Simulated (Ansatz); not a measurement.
The inner images of a band of C2H3N + HS (8 atoms, charge 0, multiplicity 2) are given out of order.

These are results of UKS PBE0-D4/def2-SVPD in Ansatz, not measurements.

First end point:

```xyz
8
Properties=species:S:1:pos:R:3
H 0.433 1.010 0.653
C -0.478 1.085 0.043
C -0.750 -0.209 -0.556
N -0.937 -1.253 -1.017
S 2.216 -1.766 0.860
H -1.317 1.392 0.682
H -0.328 1.842 -0.738
H 1.161 -2.101 0.074
```

Last end point:

```xyz
8
Properties=species:S:1:pos:R:3
H 1.311 -1.408 -0.284
C -0.916 1.300 -0.058
C -0.898 0.264 -0.975
N -0.858 -0.626 -1.736
S 1.954 -1.038 0.845
H -0.169 1.310 0.737
H -1.661 2.092 -0.134
H 1.237 -1.893 1.606
```

Put them in order from the first end to the last, with their energies above the first end.
A.
```xyz
8
Properties=species:S:1:pos:R:3
H 1.410 -0.226 0.115
C -0.742 1.030 -0.086
C -1.294 0.048 -0.892
N -1.745 -0.790 -1.573
S 2.082 -0.892 1.079
H -0.871 0.983 0.995
H -0.181 1.851 -0.533
H 1.340 -2.004 0.895
```
B.
```xyz
8
Properties=species:S:1:pos:R:3
H 0.568 0.321 0.328
C -0.372 0.808 0.011
C -1.122 -0.095 -0.841
N -1.712 -0.826 -1.516
S 2.288 -1.020 0.998
H -0.947 1.066 0.909
H -0.099 1.722 -0.532
H 1.395 -1.976 0.644
```
C.
```xyz
8
Properties=species:S:1:pos:R:3
H 0.521 0.793 0.520
C -0.440 1.011 0.032
C -0.881 -0.177 -0.678
N -1.206 -1.140 -1.229
S 2.267 -1.515 0.928
H -1.176 1.292 0.796
H -0.310 1.848 -0.667
H 1.225 -2.113 0.298
```
D.
```xyz
8
Properties=species:S:1:pos:R:3
H 0.527 0.577 0.413
C -0.429 0.939 0.008
C -1.042 -0.114 -0.781
N -1.515 -0.968 -1.402
S 2.392 -1.344 1.002
H -1.086 1.219 0.842
H -0.244 1.824 -0.615
H 1.396 -2.135 0.533
```
E.
```xyz
8
Properties=species:S:1:pos:R:3
H 1.392 -1.200 -0.322
C -0.916 1.270 -0.046
C -1.034 0.193 -0.908
N -1.118 -0.727 -1.628
S 1.973 -0.919 0.866
H -0.641 1.093 0.994
H -1.067 2.284 -0.414
H 1.411 -1.993 1.459
```
F.
```xyz
8
Properties=species:S:1:pos:R:3
H 1.557 -0.857 -0.337
C -0.844 1.144 -0.023
C -1.193 0.115 -0.883
N -1.472 -0.765 -1.603
S 2.001 -0.799 0.937
H -0.998 1.033 1.050
H -0.386 2.051 -0.417
H 1.333 -1.922 1.276
```
G.
```xyz
8
Properties=species:S:1:pos:R:3
H 0.792 0.059 0.412
C -0.426 0.806 -0.003
C -1.157 -0.070 -0.833
N -1.731 -0.823 -1.509
S 1.952 -0.732 0.887
H -0.839 1.004 0.989
H 0.085 1.637 -0.498
H 1.325 -1.881 0.554
```

C (+0.02 eV), D (+0.05 eV), B (+0.14 eV), G (+0.64 eV), A (+0.40 eV), F (+0.35 eV), E (+0.32 eV).

Time of the run: 20 min on 4 threads of Arm Neoverse N1 (shared host), peak memory 0.43 GiB.
